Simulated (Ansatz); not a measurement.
# C₃H₆ (built from SMILES C[C]C): single points off equilibrium

The atoms stand at a displaced guess of a reacting structure. How far do the functionals agree with CCSD(T) there?

The runs use Ansatz 0.2.0, Gaussian basis; single points in def2-TZVPP.

Correlated methods freeze the cores.

### 1 Where the work starts

9 atoms, charge 0, spin multiplicity 1.

Atoms are counted from 1 here; the program's logs count them from 0.

Bond lengths: H1–C2 1.238 Å, H1–C3 1.315 Å, C2–C3 1.378 Å, C2–H5 1.037 Å, C2–H6 1.098 Å, C3–C4 1.496 Å, C4–H7 1.081 Å, C4–H8 1.068 Å, C4–H9 1.068 Å. Angles: C2–H1–C3 65.3°, H1–C2–C3 60.1°, H1–C2–H5 117.9°, H1–C2–H6 104.4°, C3–C2–H5 125.9°, C3–C2–H6 117.1°, H5–C2–H6 115.2°, H1–C3–C2 54.7°, H1–C3–C4 109.4°, C2–C3–C4 112.0°, C3–C4–H7 117.9°, C3–C4–H8 109.6°, C3–C4–H9 106.0°, H7–C4–H8 105.7°, H7–C4–H9 109.7°, H8–C4–H9 107.6°.

Geometry (Å):

```mol
C3H6
  3D, bonds by distance, orders not assigned

  9  9  0  0  0  0  0  0  0  0999 V2000
   -0.7814    0.5468   -0.9652 H   0  0
    0.4553    0.5284   -1.0243 C   0  0
   -0.2251   -0.5551   -0.5125 C   0  0
   -0.2500   -0.5459    0.9830 C   0  0
    0.9782    1.2342   -0.4736 H   0  0
    0.6764    0.5171   -2.0995 H   0  0
    0.0941    0.3459    1.4885 H   0  0
   -1.2493   -0.7050    1.3258 H   0  0
    0.3350   -1.3841    1.2924 H   0  0
  1  2  8  0
  1  3  8  0
  2  3  8  0
  2  5  8  0
  2  6  8  0
  3  4  8  0
  4  7  8  0
  4  8  8  0
  4  9  8  0
M  END
```

### 2 CCSD(T)/def2-TZVPP

The input, run/in.yaml:

```yaml
crystal:
  periodic: [false, false, false]
  atoms:
    - {symbol: H, position_ang: [-0.781400, 0.546800, -0.965200]}
    - {symbol: C, position_ang: [0.455300, 0.528400, -1.024300]}
    - {symbol: C, position_ang: [-0.225100, -0.555100, -0.512500]}
    - {symbol: C, position_ang: [-0.250000, -0.545900, 0.983000]}
    - {symbol: H, position_ang: [0.978200, 1.234200, -0.473600]}
    - {symbol: H, position_ang: [0.676400, 0.517100, -2.099500]}
    - {symbol: H, position_ang: [0.094100, 0.345900, 1.488500]}
    - {symbol: H, position_ang: [-1.249300, -0.705000, 1.325800]}
    - {symbol: H, position_ang: [0.335000, -1.384100, 1.292400]}
basis:
  gaussian: {orbitals: def2-TZVPP}
correlation: {method: ccsd_t}
output: {forces: true}
```

The command line of these runs was not kept.

### 3 PBE0-D4/def2-TZVPP

Changes to run/in.yaml since step 2:

```diff
@@ -14,3 +14,3 @@
   gaussian: {orbitals: def2-TZVPP}
-correlation: {method: ccsd_t}
-output: {forces: true}
+hamiltonian: {xc: pbe0, dispersion: d4}
+output: {forces: true, orbitals: {seedname: orbitals}}
```

### 4 wB97M-V/def2-TZVPP

Changes to run/in.yaml since step 3:

```diff
@@ -14,3 +14,3 @@
   gaussian: {orbitals: def2-TZVPP}
-hamiltonian: {xc: pbe0, dispersion: d4}
-output: {forces: true, orbitals: {seedname: orbitals}}
+hamiltonian: {xc: {name: wB97M-V}}
+output: {forces: true}
```

### 5 r2SCAN-D4/def2-TZVPP

Changes to run/in.yaml since step 4:

```diff
@@ -14,3 +14,3 @@
   gaussian: {orbitals: def2-TZVPP}
-hamiltonian: {xc: {name: wB97M-V}}
+hamiltonian: {xc: r2scan, dispersion: d4}
 output: {forces: true}
```

### 6 PBE-D4/def2-TZVPP

Changes to run/in.yaml since step 5:

```diff
@@ -14,3 +14,3 @@
   gaussian: {orbitals: def2-TZVPP}
-hamiltonian: {xc: r2scan, dispersion: d4}
+hamiltonian: {xc: pbe, dispersion: d4}
 output: {forces: true}
```

### 7 wB97X-V/def2-TZVPP

Changes to run/in.yaml since step 6:

```diff
@@ -14,3 +14,3 @@
   gaussian: {orbitals: def2-TZVPP}
-hamiltonian: {xc: pbe, dispersion: d4}
+hamiltonian: {xc: {name: wB97X-V}}
 output: {forces: true}
```

### 8 r2SCAN0-D4/def2-TZVPP

Changes to run/in.yaml since step 7:

```diff
@@ -14,3 +14,3 @@
   gaussian: {orbitals: def2-TZVPP}
-hamiltonian: {xc: {name: wB97X-V}}
+hamiltonian: {xc: {name: r2SCAN0}, dispersion: d4}
 output: {forces: true}
```

(Steps that only read results are left out.)

**Question.** What will these runs give? Wanted: energy less free atoms, CCSD(T)/def2-TZVPP; RMS force component; RMS force error; HOMO and LUMO, PBE0-D4; T1 diagnostic.

The runs gave:

| quantity | value |
| --- | --- |
| energy less free atoms, CCSD(T)/def2-TZVPP | -33.011 eV |
| RMS force component | 0.780 to 0.870 eV/Å over the methods |
| RMS force error | PBE0-D4 0.193, wB97M-V 0.143, r2SCAN-D4 0.157, PBE-D4 0.200, wB97X-V 0.123, r2SCAN0-D4 0.212 eV/Å |
| HOMO and LUMO, PBE0-D4 | -5.85 and -0.56 eV |
| T1 diagnostic | 0.013 |

What this shows: Against CCSD(T) the functionals' energies less atoms differ by -1.587 to -0.572 eV, PBE-D4 by -1.587 eV. A larger basis would deepen the CCSD(T) value, while the functionals are nearly converged already, so the order here is not reliable. For forces wB97X-V does best and r2SCAN0-D4 worst. Frozen-core CCSD(T) forces in triple zeta carry basis errors of their own, and this is one geometry, so small gaps rank nothing.
